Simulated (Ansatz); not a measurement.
System: Bi₂Te₂Se (R-3m, No. 166; cell taken from a computed entry). Method: PBEsol (Ansatz, an electronic-structure program, PAW).

Run with plane-wave cutoff 520 eV, 10×10×10 k mesh, Fermi–Dirac smearing 0.01 eV, scalar-relativistic PAW data made under PBE.

Cell (relaxed with PBEsol):

```
CELL_PARAMETERS angstrom
      2.14437     1.23805     9.94948
     -2.14437     1.23805     9.94948
      0.00000    -2.47610     9.94948
ATOMIC_POSITIONS crystal
  Bi 0.60558 0.60558 0.60558
  Bi 0.39442 0.39442 0.39442
  Te 0.21309 0.21309 0.21309
  Te 0.78691 0.78691 0.78691
  Se 0.00000 0.00000 0.00000
```

### Question
Estimate the band gap that the calculation returns.

### Answer

band gap: 0.03 eV (under three smearing widths, so not firm)

Note: this cell isn't known to be the ambient phase, and symmetry holds it in the calculation.

Spin–orbit coupling is not included; it can close the smallest gap of 0.03 eV.

The result took about 120 core-seconds (a rough figure).
